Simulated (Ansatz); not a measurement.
`CS[SiH]`, 7 atoms. Charge 0, multiplicity 1. All runs use 4 threads of an Arm Neoverse V1 on a shared host. Correlated methods freeze the cores. Open-shell runs search over several starts.

Question: How many basis functions does each run have, and how long does it take in Ansatz? RHF-MP2/def2-QZVPP energy; RKS PBE0-D4/def2-TZVP relaxation (20 steps); RKS PBE0-D4/def2-SVP energy; RKS B3LYP-D4/def2-TZVPP energy and forces; RKS CAM-B3LYP-D4/def2-TZVPP energy; UKS B2PLYP (frozen core)/def2-TZVPP energy of the cation; UHF-MP2/def2-QZVPP energy of the cation; UKS ωB97M-V/def2-TZVPP energy of the cation; RKS PBE0-D4/def2-QZVPP energy; UHF-CCSD(T)/def2-TZVPP energy of the cation; RKS BHLYP-D4/def2-TZVPP energy; RHF-CCSD(T)/def2-TZVPP energy. (Best estimate.)

Answer: The calculation gave: Other jobs shared the machine, so times are rough.

| level | job | functions | wall time | peak host memory (GiB) |
| --- | --- | --- | --- | --- |
| RKS PBE0-D4/def2-SVP | energy | 70 | 0.55 s | 0.12 |
| RKS BHLYP-D4/def2-TZVPP | energy | 171 | 1.1 s | 0.31 |
| RKS CAM-B3LYP-D4/def2-TZVPP | energy | 171 | 1.4 s | 0.39 |
| RKS B3LYP-D4/def2-TZVPP | energy and forces | 171 | 1.7 s | 0.35 |
| RKS PBE0-D4/def2-QZVPP | energy | 317 | 2.8 s | 0.74 |
| RHF-MP2/def2-QZVPP | energy | 317 | 7 s | 1.1 |
| UKS B2PLYP (frozen core)/def2-TZVPP | energy of the cation | 171 | 7 s | 0.42 |
| UKS ωB97M-V/def2-TZVPP | energy of the cation | 171 | 11 s | 0.61 |
| RHF-CCSD(T)/def2-TZVPP | energy | 171 | 12 s | 1.3 |
| RKS PBE0-D4/def2-TZVP | relaxation (20 steps) | 129 | 25 s | 0.23 |
| UHF-MP2/def2-QZVPP | energy of the cation | 317 | 39 s | 1.2 |
| UHF-CCSD(T)/def2-TZVPP | energy of the cation | 171 | 52 s | 3.2 |

B3LYP here is the variant with VWN-RPA as its local correlation; programs differ in this.
